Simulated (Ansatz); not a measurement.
## CH3Cl, singlet: CASSCF and its corrections

Computed with Ansatz's Gaussian-basis code (development build). Basis cc-pVTZ on C/H, cc-pV(T+d)Z on Cl, nonrelativistic, 6 orbitals frozen in the corrections. State-specific CASSCF; RHF is the lowest restricted (open-shell) Hartree–Fock solution met. No symmetry is imposed, so a solution can break that of the shape. No proof that the lowest CASSCF solution was found.

Geometry:

```xyz
5

C     0.0000    0.0000    0.0000
Cl    0.0000    0.0000    1.7850
H     1.0355    0.0000   -0.3404
H    -0.5177    0.8967   -0.3404
H    -0.5177   -0.8967   -0.3404
```

(1) What do CASSCF and its corrections give against RHF in CAS(6,4), and what are the occupations?

(2) Roughly how much CPU time does a whole run from the default start take (median of such runs, summed over threads; nearly all runs on one pinned thread of a shared server, mostly Xeon at 2.3 to 2.6 GHz, by a development driver)?

Results:

(1) CASSCF -0.485 eV, SC-NEVPT2 -9.915 eV; occupations 2.00, 2.00, 1.97, 0.03.

(2) CAS(6,4): about 67 s. Other jobs ran beside these, and the count of passes differs.
